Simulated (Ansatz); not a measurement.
Mulliken charges of C3H4S (`SC1=CC1`) from B3LYP/def2-TZVPP in Ansatz (PBE0-D4/def2-TZVP geometry).

| atom | x (Å) | y (Å) | z (Å) | charge (e) |
| --- | --- | --- | --- | --- |
| S1 | -0.522 | 1.983 | -0.681 | -0.074 |
| C2 | 0.056 | 0.537 | 0.019 | -0.033 |
| C3 | 0.813 | -0.058 | 0.883 | -0.147 |
| C4 | -0.011 | -0.955 | 0.009 | -0.194 |
| H5 | -1.341 | 1.400 | -1.569 | 0.109 |
| H6 | 1.532 | -0.013 | 1.680 | 0.176 |
| H7 | 0.461 | -1.501 | -0.810 | 0.082 |
| H8 | -0.896 | -1.449 | 0.415 | 0.082 |

Question: By hand: the dipole of these point charges (1 e Å = 4.8032 D).

Answer: Σ q r = (0.007, -0.062, 0.010) e Å, of length 0.063 e Å = 0.30 D.

Question: How does the dipole of the full density compare? (An estimate is asked.)

Answer: The calculation gave: (-0.062, -0.060, -0.066) e Å, 0.52 D; the point charges give 0.58 times that, at 68° from its direction.

Point charges leave out the atoms' own dipoles, such as those of lone pairs, and Mulliken's split depends on the basis, so the two needn't agree.

B3LYP here is the variant with VWN-RPA as its local correlation; programs differ in this.
